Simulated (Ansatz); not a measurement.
**BSi2H (singlet): wave-function methods side by side, cc-pVDZ**

The task here is to estimate one member of a computed series from the others.

Method: cc-pVDZ, core rule «outside noble gas», up to 11 orbitals frozen; program: Ansatz 0.2.0, Gaussian basis.

Plan: UHF; CCSD(T) on RHF; CCSD(T) on UHF; BCCD(T) on RHF; CISD; CCSDT(Q) on RHF; CCSDT(Q) on UHF; CASSCF and MRCISD+Q, 8 electrons in 8 orbitals; CASSCF and NEVPT2, 8 electrons in 8 orbitals.

27 further runs of the same task are left out: 13 that didn't finish, 14 set aside as unsound or not needed. Runs told in other sessions of the task aren't counted.

## What is computed

The geometry is a PBE0/def2-TZVP stationary point (not a proven minimum) of the parent state, kept for this charge and spin.

4 atoms, charge 0, spin multiplicity 1.

Atoms are counted from 1 here; the program's logs count them from 0.

Bond lengths: Si1–B2 1.909 Å, B2–Si3 1.964 Å, Si3–H4 1.525 Å. Angles: Si1–B2–Si3 174.3°, B2–Si3–H4 91.9°.

The first run:

File in.yaml:

```yaml
crystal:
  periodic: [false, false, false]
  atoms:
    - {symbol: Si, position_ang: [0.000000, -0.017428, 1.960295]}
    - {symbol: B, position_ang: [0.000000, -0.059434, 0.052180]}
    - {symbol: Si, position_ang: [0.000000, 0.091418, -1.905934]}
    - {symbol: H, position_ang: [0.000000, -1.424182, -2.074406]}
basis:
  gaussian: {orbitals: cc-pVDZ}
magnetization: {spin_polarized: true, initial_magnetization: 0}
hamiltonian: {xc: hf}
output: {orbitals: {seedname: orbitals}}
```

Run with:

```sh
$ ansatz run in.yaml --threads 1 --pin off --events-out ev --progress --plain --max-ram 2393MiB
```

Among the steps run: UHF; CCSD(T) on RHF; CCSD(T) on UHF; BCCD(T) on RHF; CISD; CCSDT(Q) on RHF; CCSDT(Q) on UHF; CASSCF and MRCISD+Q, 8 electrons in 8 orbitals; CASSCF and NEVPT2, 8 electrons in 8 orbitals.

One of the session's tables, all rows but one given; the rest of the session is left out.

| method | from RCCSDT(Q) (meV) |
| --- | --- |
| RHF | +8139.0 |
| UHF | +7542.4 |
| RMP2 | +2050.4 |
| CISD | +1639.8 |
| RCCSD | +637.5 |
| RCCSD(T) | +204.6 |
| BCCD(T) | +197.5 |
| RCCSDT | ? |
| RCCSDT(Q) | 0 |

**Question.** Estimate the row for RCCSDT.

As computed: from RCCSDT(Q) (meV): +89.3. In the column «from RCCSDT(Q) (meV)» it lies between RCCSDT(Q) (0) and BCCD(T) (+197.5).

Not comparable, so not listed: CCSD(T) on UHF; CASSCF and NEVPT2, 8 electrons in 8 orbitals (they don't share determinant, frozen orbitals or solution with the rows shown, or repeat one).

Caveats from the session: The determinant of HF (⟨S²⟩ 1.30) is far from a pure spin state, so its energy mixes those of several spin states; that is harmless only where they are near-degenerate. Left out of the table: CASSCF frontier, MRCISD frontier, MRCISD+Q frontier (the active space lost an orbital or holds another state than full CI finds). Warnings: restricted reference is unstable; spin contamination; large T1 diagnostic. Warnings in the runs' records: passed over end.
